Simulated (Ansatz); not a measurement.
A calculation on hexagonal BN returned lattice constant a 2.495 Å, lattice parameter c 7.919 Å.

For reference: lattice constant a 2.504 Å (measured, 297 K, no zero-point or thermal correction; as tabulated in Ioffe Institute, New Semiconductor Materials archive); lattice parameter c 6.661 Å (measured, 297 K, no zero-point or thermal correction; as tabulated in Ioffe Institute, New Semiconductor Materials archive).

**Question.** Which level of theory produced these numbers?
(A) PBEsol (Ansatz, a quantum-chemistry and plane-wave program)
(B) PBE0 (Ansatz)
(C) r²SCAN (Ansatz)
(D) r²SCAN-D4 (Ansatz)

**Answer.** B, PBE0 (Ansatz)

The others give: r²SCAN 2.501 Å, 6.887 Å; r²SCAN-D4 2.499 Å, 6.601 Å; PBEsol 2.504 Å, 7.045 Å.

Unless a cell is named, each level is at its own relaxed cell (PBE0 10.68, PBEsol 9.57, r²SCAN 9.33, r²SCAN-D4 8.92 Å³/atom).

Caveats: the cell comes from a level without a dispersion term, which matters for the spacing of layers, chains or molecules (r²SCAN, PBEsol, PBE0). Ansatz's density-functional and Hartree–Fock values are scalar-relativistic unless marked +SOC, with PAW data made under PBE.
